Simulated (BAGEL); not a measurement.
# C4H7NO (2-methyloxazoline): PBE0/cc-pVDZ (density fitting with cc-pvqz-jkfit)

Aim: the energy change on altering one bond length of C4H7NO (2-methyloxazoline) at PBE0/cc-pVDZ (density fitting with cc-pvqz-jkfit), from 2 runs. 

The results are computed with BAGEL 1.2.2.

## Step 1: The structure to begin with

C4H7NO has 13 atoms, charge 0, and is taken as a singlet. As SMILES, `CC1=NCCO1`. Geometry: relaxed at PBE0-D4/def2-TZVP.

Bond lengths: C1–C2 1.480 Å, C2–N3 1.265 Å, N3–C4 1.458 Å, C4–C5 1.539 Å, C2–O6 1.357 Å, C5–O6 1.435 Å, C1–H7 1.087 Å, C1–H8 1.092 Å, C1–H9 1.092 Å, C4–H10 1.093 Å, C4–H11 1.093 Å, C5–H12 1.092 Å, C5–H13 1.092 Å. Some angles: C1–C2–N3 126.6°, C1–C2–O6 114.9°, N3–C2–O6 118.5°, C2–N3–C4 106.8°, N3–C4–C5 104.8°, C4–C5–O6 103.8°, C2–O6–C5 106.1°, C2–C1–H7 109.6°, C2–C1–H8 110.1°, C2–C1–H9 110.1°.

## Step 2: The energy at PBE0/cc-pVDZ (density fitting with cc-pvqz-jkfit)

Input file dft.json:

```json
{ "bagel" : [

{
  "title" : "molecule",
  "basis" : "cc-pvdz.json",
  "df_basis" : "cc-pvqz-jkfit",
  "angstrom" : true,
  "geometry" : [
    { "atom" : "C", "xyz" : [      -1.359820,      -0.816450,       1.439010 ] },
    { "atom" : "C", "xyz" : [      -0.377510,      -0.344290,       0.437550 ] },
    { "atom" : "N", "xyz" : [       0.524080,      -1.035830,      -0.117470 ] },
    { "atom" : "C", "xyz" : [       1.239190,      -0.145560,      -1.023300 ] },
    { "atom" : "C", "xyz" : [       0.543370,       1.217660,      -0.863660 ] },
    { "atom" : "O", "xyz" : [      -0.484280,       0.966720,       0.105630 ] },
    { "atom" : "H", "xyz" : [      -1.197090,      -1.872220,       1.640680 ] },
    { "atom" : "H", "xyz" : [      -2.375960,      -0.662720,       1.069020 ] },
    { "atom" : "H", "xyz" : [      -1.258220,      -0.243200,       2.363190 ] },
    { "atom" : "H", "xyz" : [       2.297590,      -0.110470,      -0.751630 ] },
    { "atom" : "H", "xyz" : [       1.180300,      -0.529250,      -2.045330 ] },
    { "atom" : "H", "xyz" : [       0.070050,       1.576310,      -1.779680 ] },
    { "atom" : "H", "xyz" : [       1.198290,       1.999320,      -0.474030 ] }
  ]
},

{
  "title" : "ks",
  "xc_func" : "pbe0"
},

{
  "title" : "print",
  "file" : "orbitals.molden",
  "orbitals" : true
}

]}
```

The basis set cc-pVDZ is read from a file made from the Basis Set Exchange's data (not shown).

Command:

```console
$ BAGEL_NUM_THREADS=1 BAGEL dft.json > dft.out
```

Log:

```text
* using 1 threads per process

  ===============================================================
  ===============================================================

  *** Geometry ***

  { "atom" : "C", "xyz" : [     -2.569687,     -1.542867,      2.719335 ] },
  { "atom" : "C", "xyz" : [     -0.713391,     -0.650614,      0.826850 ] },
  { "atom" : "N", "xyz" : [      0.990368,     -1.957435,     -0.221986 ] },
  { "atom" : "C", "xyz" : [      2.341730,     -0.275069,     -1.933757 ] },
  { "atom" : "C", "xyz" : [      1.026820,      2.301044,     -1.632081 ] },
  { "atom" : "O", "xyz" : [     -0.915157,      1.826836,      0.199612 ] },
  { "atom" : "H", "xyz" : [     -2.262172,     -3.537983,      3.100436 ] },
  { "atom" : "H", "xyz" : [     -4.489914,     -1.252359,      2.020155 ] },
  { "atom" : "H", "xyz" : [     -2.377691,     -0.459581,      4.465782 ] },
  { "atom" : "H", "xyz" : [      4.341816,     -0.208758,     -1.420375 ] },
  { "atom" : "H", "xyz" : [      2.230444,     -1.000138,     -3.865114 ] },
  { "atom" : "H", "xyz" : [      0.132375,      2.978794,     -3.363108 ] },
  { "atom" : "H", "xyz" : [      2.264440,      3.778167,     -0.895787 ] },

  Number of auxiliary basis functions:      993

  Since a DF basis is specified, we compute 2- and 3-index integrals:
    o Being stored without compression. Storage requirement is 0.112 GB

  Number of basis functions:      119
  Number of electrons      :       46

    * METHOD: MOLECULE                             1.27

  *** Kohn-Sham DFT ***

    * Removing 28207 points whose weight is below 1.00e-10
    * Grid points: 165571

  === Nuclear Repulsion ===
   242.3778604391

       - DIIS with orbital gradients will be used.

  === KS iteration (pbe0 / cc-pvdz.json) ===
      0       -231.77999562          0.11284124           0.84
      1       -187.32784776          0.13944797           0.80
      2       -236.67291030          0.12388257           0.79
      3       -269.50039851          0.07976396           0.78
      4       -284.22052467          0.04790640           0.80
      5       -285.84084796          0.02117338           0.82
      6       -285.11711539          0.03449011           0.81
      7       -285.78644930          0.02277705           0.80
      8       -286.21766633          0.00954103           0.79
      9       -286.28843160          0.00242209           0.79
     10       -286.29284121          0.00082055           0.80
     11       -286.29343985          0.00036333           0.80
     12       -286.29358506          0.00011151           0.80
     13       -286.29359942          0.00002327           0.82
     14       -286.29359988          0.00000433           0.81
     15       -286.29359989          0.00000227           0.81
     16       -286.29359990          0.00000071           0.80
     17       -286.29359990          0.00000014           0.80
     18       -286.29359990          0.00000014           0.80
     19       -286.29359990          0.00000002           0.79
     20       -286.29359990          0.00000001           0.79
     21       -286.29359990          0.00000000           0.79
    * SCF iteration converged.

    * Permanent dipole moment:
           (    0.026278,    -0.472057,     0.130200) a.u.

    * METHOD: KS                                  18.90

    * METHOD: PRINT                                0.02

  ===============================================================
```

It took 20 s on 1 thread of Arm Neoverse V2, shared host; peak memory 0.9 GiB.

## Step 3: The distorted shape

Input file input.json:

```json
{ "bagel" : [

{
  "title" : "molecule",
  "basis" : "cc-pvdz.json",
  "df_basis" : "cc-pvqz-jkfit",
  "angstrom" : true,
  "geometry" : [
    { "atom" : "C", "xyz" : [      -1.330375,      -0.624605,       1.950025 ] },
    { "atom" : "C", "xyz" : [      -0.348065,      -0.152445,       0.948565 ] },
    { "atom" : "N", "xyz" : [       0.553525,      -0.843985,       0.393545 ] },
    { "atom" : "C", "xyz" : [       1.268635,       0.046285,      -0.512285 ] },
    { "atom" : "C", "xyz" : [       0.572815,       1.409505,      -0.352645 ] },
    { "atom" : "O", "xyz" : [      -0.454835,       1.158565,       0.616645 ] },
    { "atom" : "H", "xyz" : [      -1.167645,      -1.680375,       2.151695 ] },
    { "atom" : "H", "xyz" : [      -2.346515,      -0.470875,       1.580035 ] },
    { "atom" : "H", "xyz" : [      -1.228775,      -0.051355,       2.874205 ] },
    { "atom" : "H", "xyz" : [       2.327035,       0.081375,      -0.240615 ] },
    { "atom" : "H", "xyz" : [       1.180300,      -0.529250,      -2.045330 ] },
    { "atom" : "H", "xyz" : [       0.099495,       1.768155,      -1.268665 ] },
    { "atom" : "H", "xyz" : [       1.227735,       2.191165,       0.036985 ] }
  ]
},

{ "title" : "ks", "xc_func" : "pbe0" },

{ "title" : "print", "file" : "orbitals.molden", "orbitals" : true }

]}
```

The basis set cc-pVDZ is read from a file made from the Basis Set Exchange's data (not shown).

Command:

```console
$ BAGEL_NUM_THREADS=1 BAGEL input.json > input.out
```

Log:

```text
* using 1 threads per process

  ===============================================================
  ===============================================================

  *** Geometry ***

  { "atom" : "C", "xyz" : [     -2.514044,     -1.180332,      3.685013 ] },
  { "atom" : "C", "xyz" : [     -0.657748,     -0.288079,      1.792528 ] },
  { "atom" : "N", "xyz" : [      1.046011,     -1.594901,      0.743692 ] },
  { "atom" : "C", "xyz" : [      2.397373,      0.087466,     -0.968078 ] },
  { "atom" : "C", "xyz" : [      1.082463,      2.663578,     -0.666402 ] },
  { "atom" : "O", "xyz" : [     -0.859514,      2.189371,      1.165290 ] },
  { "atom" : "H", "xyz" : [     -2.206529,     -3.175449,      4.066114 ] },
  { "atom" : "H", "xyz" : [     -4.434271,     -0.889825,      2.985833 ] },
  { "atom" : "H", "xyz" : [     -2.322048,     -0.097047,      5.431460 ] },
  { "atom" : "H", "xyz" : [      4.397459,      0.153776,     -0.454696 ] },
  { "atom" : "H", "xyz" : [      2.230444,     -1.000138,     -3.865114 ] },
  { "atom" : "H", "xyz" : [      0.188018,      3.341329,     -2.397429 ] },
  { "atom" : "H", "xyz" : [      2.320083,      4.140702,      0.069892 ] },

  Number of auxiliary basis functions:      993

  Since a DF basis is specified, we compute 2- and 3-index integrals:
    o Being stored without compression. Storage requirement is 0.112 GB

  Number of basis functions:      119
  Number of electrons      :       46

    * METHOD: MOLECULE                             1.27

  *** Kohn-Sham DFT ***

    * Removing 27563 points whose weight is below 1.00e-10
    * Grid points: 166215

  === Nuclear Repulsion ===
   240.3559372782

       - DIIS with orbital gradients will be used.

  === KS iteration (pbe0 / cc-pvdz.json) ===
      0       -230.15004851          0.11502673           0.82
      1       -187.54153058          0.13682750           0.79
      2       -236.03377504          0.12155613           0.79
      3       -269.65206683          0.08163708           0.79
      4       -283.46609559          0.05306229           0.79
      5       -283.68186476          0.03798089           0.80
      6       -285.71115512          0.02274431           0.79
      7       -285.47995057          0.02730315           0.77
      8       -285.79566159          0.02095011           0.76
      9       -286.15934697          0.00818417           0.77
     10       -286.21324781          0.00301497           0.78
     11       -286.22305494          0.00066190           0.77
     12       -286.22354525          0.00015144           0.78
     13       -286.22356703          0.00006024           0.78
     14       -286.22357128          0.00001353           0.78
     15       -286.22357144          0.00000871           0.79
     16       -286.22357150          0.00000380           0.78
     17       -286.22357151          0.00000135           0.79
     18       -286.22357151          0.00000058           0.78
     19       -286.22357152          0.00000017           0.78
     20       -286.22357152          0.00000008           0.78
     21       -286.22357152          0.00000002           0.78
     22       -286.22357152          0.00000001           0.78
    * SCF iteration converged.

    * Permanent dipole moment:
           (    0.134778,    -0.599015,    -0.200830) a.u.

    * METHOD: KS                                  19.26

    * METHOD: PRINT                                0.02

  ===============================================================
```

It took 21 s on 1 thread of Arm Neoverse V2, shared host; peak memory 0.91 GiB.

## Step 4: Summary of results

At PBE0/cc-pVDZ (density fitting with cc-pvqz-jkfit):

```
                                                          quantity          value
                                         first shape: total energy  -286.29360 Eh
                                        first shape: dipole moment         1.25 D
                                          first shape: HOMO energy       -6.81 eV
                                          first shape: LUMO energy        1.07 eV
                                        first shape: HOMO–LUMO gap        7.88 eV
                                     distorted shape: total energy  -286.22357 Eh
                                    distorted shape: dipole moment         1.64 D
                                      distorted shape: HOMO energy       -6.77 eV
                                      distorted shape: LUMO energy       -0.31 eV
                                    distorted shape: HOMO–LUMO gap        6.46 eV
energy change with the C4–H11 bond stretched from 1.093 to 1.640 Å       1.906 eV
```

With the C4–H11 bond stretched from 1.093 to 1.640 Å the energy rises by 1.91 eV (44 kcal/mol). The first shape isn't relaxed at this level, so the change isn't measured from a minimum.
